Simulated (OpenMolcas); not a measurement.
# CH3F (fluoromethane) at 6 levels

We compute a comparison of 6 runs (HF/STO-3G, PBE/STO-3G, UPBE/STO-3G, r2SCAN/STO-3G, ACPF/STO-3G, CISD/STO-3G) of CH3F (fluoromethane). 

The results are computed with OpenMolcas 26.06.

3 further runs of the same task are left out: 1 for a known fault of the program, 2 set aside as unsound or not needed.

### Step 1. Starting point

CH3F has 5 atoms, charge 0, and is taken as a singlet. As SMILES, `CF`. The C1–H4 distance was set to 1.639 Å, away from the relaxed value. At this shape a bond of the SMILES string is far longer than usual.

Bond lengths: C1–F2 1.376 Å, C1–H3 1.092 Å, C1–H5 1.092 Å. Angles: F2–C1–H3 109.1°, F2–C1–H5 109.1°, H3–C1–H5 109.9°. A long bond or contact: C1–H4 1.639 Å.

### Step 2. A single-point energy at HF/STO-3G (run 1)

run.input reads:

```
* CH3F Hartree-Fock
>>> EXPORT MOLCAS_PRINT=2

&GATEWAY
 BASLIB=$CurrDir
 COORD
 5
 angstrom
 C       -0.023650      -0.348651       0.397701
 F        1.121150      -1.092051       0.221301
 H       -0.891650      -1.008451       0.331901
 H       -0.104800       0.796000      -0.772000
 H        0.007250       0.126949       1.380601
 BASIS=STO-3G
 GROUP=NoSym

&SEWARD

&SCF
 THRESHOLDS=1e-10 1e-07 1e-07 1e-05
 PRORBITALS=1 1
```

The basis set STO-3G is read from a file made from the Basis Set Exchange's data (not shown).

Command:

```
export MOLCAS_MEM=1860
pymolcas run.input > run.log
```

Output:

```text
--- Start Module: gateway ---
[...]
--- Stop Module: gateway /rc=_RC_ALL_IS_WELL_ ---
--- Start Module: seward ---
[...]
      Basis functions           13
--- Stop Module: seward /rc=_RC_ALL_IS_WELL_ ---
--- Start Module: scf ---
[...]
       Convergence after  11 Iterations
[...]
::    Total SCF energy                               -137.0510706559
[...]
      Total spin, S                                     0.0000000000
[...]
      Total electronic charge=   18.000000
      Total            charge=   -0.000000
[...]
      Dipole Moment (debye):
      Origin of the operator (angstrom)=    0.5884   -0.7353    0.2917
                   X= -8.8246E-01               Y=  3.6165E-01               Z=  3.6483E-01           Total=  1.0211E+00
      Quadrupole Moment (debye*angstrom):
[...]
--- Stop Module: scf /rc=_RC_ALL_IS_WELL_ ---
[...]
```

Run time: 1.2 s. Hardware: 1 thread of Arm Neoverse V2, shared host; peak memory 0.37 GiB.

### Step 3. A single-point energy at PBE/STO-3G (run 2)

run.input reads:

```
&GATEWAY
 BASLIB
 $CurrDir
 COORD
 5
 angstrom
 C       -0.023650      -0.348651       0.397701
 F        1.121150      -1.092051       0.221301
 H       -0.891650      -1.008451       0.331901
 H       -0.104800       0.796000      -0.772000
 H        0.007250       0.126949       1.380601
 BASIS
 STO-3G
 GROUP
 NoSym

&SEWARD
 GRIDINPUT
 Grid=UltraFine
 End of Grid

&SCF
 KSDFT
 PBE
 THRESHOLDS
 1e-10 1e-07 1e-07 1e-05
 PRORBITALS
 1 1
```

The basis set STO-3G is read from a file made from the Basis Set Exchange's data (not shown).

Command:

```
export MOLCAS_MEM=1860
pymolcas run.input > run.log
```

Output:

```text
--- Start Module: gateway ---
[...]
--- Stop Module: gateway /rc=_RC_ALL_IS_WELL_ ---
--- Start Module: seward ---
[...]
      Basis functions           13
--- Stop Module: seward /rc=_RC_ALL_IS_WELL_ ---
--- Start Module: scf ---
[...]
       Convergence after  14 Iterations
[...]
::    Total KS-DFT energy                            -137.5658968239
[...]
      Total spin, S                                     0.0000000000
[...]
      Total electronic charge=   18.000000
      Total            charge=   -0.000000
[...]
      Dipole Moment (debye):
      Origin of the operator (angstrom)=    0.5884   -0.7353    0.2917
                   X= -4.3207E-01               Y= -9.7854E-02               Z=  4.7625E-01           Total=  6.5044E-01
      Quadrupole Moment (debye*angstrom):
[...]
--- Stop Module: scf /rc=_RC_ALL_IS_WELL_ ---
[...]
```

It took 3.6 s on 1 thread of Arm Neoverse V2, shared host; peak memory 0.37 GiB.

### Step 4. A single-point energy at UPBE/STO-3G (run 3)

run.inp reads:

```
* CH3F Kohn-Sham DFT

&GATEWAY
  BasLib
  $CurrDir
  Coord
  5
  angstrom
  C       -0.023650      -0.348651       0.397701
  F        1.121150      -1.092051       0.221301
  H       -0.891650      -1.008451       0.331901
  H       -0.104800       0.796000      -0.772000
  H        0.007250       0.126949       1.380601
  Basis
  STO-3G
  Group
  NoSym

&SEWARD
  GridInput
  Grid=UltraFine
  End of Grid

&SCF
  UHF
  KSDFT
  PBE
  Thresholds
  1e-10 1e-07 1e-07 1e-05
  Scramble
  0.25
  PrOrbitals
  1 1
```

The basis set STO-3G is read from a file made from the Basis Set Exchange's data (not shown).

Command:

```
export MOLCAS_MEM=1860
pymolcas run.inp > run.log
```

Output:

```text
--- Start Module: gateway ---
[...]
--- Stop Module: gateway /rc=_RC_ALL_IS_WELL_ ---
--- Start Module: seward ---
[...]
      Basis functions           13
--- Stop Module: seward /rc=_RC_ALL_IS_WELL_ ---
--- Start Module: scf ---
[...]
       Convergence after  16 Iterations
[...]
::    Total KS-DFT energy                            -137.5658968239
[...]
      Total spin, S                                    -0.0000000000
[...]
      Total electronic charge=   18.000000
      Total            charge=   -0.000000
[...]
      Dipole Moment (debye):
      Origin of the operator (angstrom)=    0.5884   -0.7353    0.2917
                   X= -4.3207E-01               Y= -9.7854E-02               Z=  4.7625E-01           Total=  6.5044E-01
      Quadrupole Moment (debye*angstrom):
[...]
--- Stop Module: scf /rc=_RC_ALL_IS_WELL_ ---
[...]
```

Run time: 5.1 s. Hardware: 1 thread of Arm Neoverse V2, shared host; peak memory 0.37 GiB.

Runs 4 to 5 aren't shown in full; the table further down has their settings and results.

### Step 5. A single-point energy at CISD/STO-3G (run 6)

run.inp reads:

```
>>> EXPORT MOLCAS_PRINT=2
&gateway
baslib
$CurrDir
coord
5
angstrom
C       -0.023650      -0.348651       0.397701
F        1.121150      -1.092051       0.221301
H       -0.891650      -1.008451       0.331901
H       -0.104800       0.796000      -0.772000
H        0.007250       0.126949       1.380601
basis
STO-3G
group
NoSym
&seward
&scf
thresholds
1e-10 1e-07 1e-07 1e-05
prorbitals
1 1
&motra
frozen
2
&guga
electrons
14
spin
1
inactive
7
active
0
ciall
1
&cpf
sdci
```

The basis set STO-3G is read from a file made from the Basis Set Exchange's data (not shown).

Command:

```
export MOLCAS_MEM=1860
pymolcas run.inp > run.log
```

Output:

```text
--- Start Module: gateway ---
[...]
--- Stop Module: gateway /rc=_RC_ALL_IS_WELL_ ---
[...]
      Basis functions           13
[...]
       Convergence after  11 Iterations
[...]
::    Total SCF energy                               -137.0510706559
[...]
      Total spin, S                                     0.0000000000
[...]
      *** WARNING: Default frozen orbitals is overwritten by user input.
      *** Default values:   2
[...]
--- Start Module: guga ---
[...]
--- Stop Module: guga /rc=_RC_ALL_IS_WELL_ ---
--- Start Module: cpf ---
[...]
      Active orbitals                            0       0
[...]
      Spin quantum number                      0.0
[...]
     FINAL CI ENERGY          -137.17334805
     FINAL CORRELATION ENERGY   -0.12227740  REFERENCE ENERGY    -137.05107066
[...]
     REL. CI ENERGY           -137.17334805
[...]
      Total electronic charge=   18.000000
      Total            charge=    0.000000
[...]
      Dipole Moment (debye):
      Origin of the operator (angstrom)=    0.5884   -0.7353    0.2917
                   X= -6.5367E-01               Y=  1.7695E-01               Z=  3.6868E-01           Total=  7.7105E-01
      Quadrupole Moment (debye*angstrom):
[...]
--- Stop Module: cpf /rc=_RC_ALL_IS_WELL_ ---
[...]
```

It took 1.4 s on 1 thread of Arm Neoverse V2, shared host; peak memory 0.37 GiB.

### Step 6. All runs side by side

| run | level | integration grid | scramble | energy (Eh) | dipole moment (D) of the reference | HOMO energy (eV) | LUMO energy (eV) | wall time |
| --- | --- | --- | --- | --- | --- | --- | --- | --- |
| 1 | HF/STO-3G | – | – | -137.051071 | 1.02 | -9.50 | 8.57 | 1.2 s |
| 2 | PBE/STO-3G | UltraFine | – | -137.565897 | 0.65 | -3.44 | 2.74 | 3.6 s |
| 3 | UPBE/STO-3G | UltraFine | 0.25 | -137.565897 | 0.65 | -3.44 | 2.74 | 5.1 s |
| 4 | r2SCAN/STO-3G | UltraFine | – | -137.668063 | 0.71 | -3.95 | 2.82 | 4.5 s |
| 5 | ACPF/STO-3G | – | – | -137.184126 | 1.02 | -9.50 | 8.57 | 1.4 s |
| 6 | CISD/STO-3G | – | – | -137.173348 | 1.02 | -9.50 | 8.57 | 1.4 s |

### Step 7. Summary of results

| quantity | value |
| --- | --- |
| run 6: total energy | -137.17335 Eh |
| run 6: dipole moment (mean-field density) | 1.02 D |
| run 6: HOMO energy (Hartree–Fock orbitals) | -9.50 eV |
| run 6: LUMO energy (Hartree–Fock orbitals) | 8.57 eV |
| run 6: HOMO–LUMO gap (Hartree–Fock orbitals) | 18.07 eV |
| run 6: correlation energy (2 core orbitals frozen) | -122.3 mEh |

Below the HF energy at the same shape and in the same basis (STO-3G): ACPF -133.1 mEh; CISD -122.3 mEh. Over runs 1, 2, 3, 4 the dipole moment (its size) runs from 0.65 D (PBE/STO-3G) to 1.02 D (HF/STO-3G). Over runs 1, 2, 3, 4 the HOMO–LUMO gap runs from 6.18 eV (PBE/STO-3G) to 18.07 eV (HF/STO-3G). Exact exchange widens orbital gaps. Totals of different functionals can't be ranked against each other. In runs 1, 2, 3, 4, 5, 6 the basis is minimal, so the values are rough. All runs together took 17 s, the longest 5.1 s.
